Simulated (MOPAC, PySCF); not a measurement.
C3H9N, SMILES `CN(C)C`, neutral singlet in the gas phase. 

Cartesian coordinates (Å):
```xyz
13

C     -0.9126    -0.9768     0.3805
N     -0.0489     0.1856     0.4091
C     -0.4517     1.1942    -0.5491
C      1.3507    -0.1655     0.2830
H     -0.6221    -1.6899     1.1794
H     -0.8828    -1.5353    -0.5965
H     -1.9656    -0.6764     0.5591
H     -1.5050     1.4938    -0.3703
H      0.1820     2.0988    -0.4427
H     -0.3755     0.8536    -1.6194
H      1.9839     0.7394     0.3892
H      1.6075    -0.6423    -0.7040
H      1.6403    -0.8791     1.0818
```
Charge 0, multiplicity 1.

All levels are single points at this geometry (PBE-D3(BJ)/def2-SVP); Pople sets use spherical d functions. Orbital energies aren't observables, and empty levels follow the basis.

```tsv
level	HOMO (eV)	LUMO (eV)	gap (eV)	dipole (D)	vertical IE, Delta-SCF (eV)
PBE-D3(BJ)/def2-TZVP in PySCF	-4.78	0.32	5.10	0.33	8.16
B3LYP/3-21G in PySCF	-5.28	2.81	8.09	0.60	–
B3LYP/6-311+G** in PySCF	-5.94	0.06	6.00	0.49	–
B3LYP/6-31G* in PySCF	-5.62	2.24	7.86	0.48	8.15
BP86/6-31G* in PySCF	-4.55	1.53	6.09	0.41	–
M06-2X/6-31G* in PySCF	-7.27	3.31	10.57	0.54	–
PBE/6-31G* in PySCF	-4.43	1.61	6.05	0.42	7.99
SVWN5/6-31G* in PySCF	-4.47	1.35	5.82	0.43	8.11
HF/6-31G* in PySCF	-9.44	5.99	15.43	0.67	7.14
HF/STO-3G in PySCF	-7.66	16.57	24.24	0.91	–
PM3 in MOPAC	-8.99	2.83	11.83	1.05	–
PM6 in MOPAC	-8.23	3.11	11.34	1.58	–
PM7 in MOPAC	-8.46	3.11	11.57	1.69	–
```
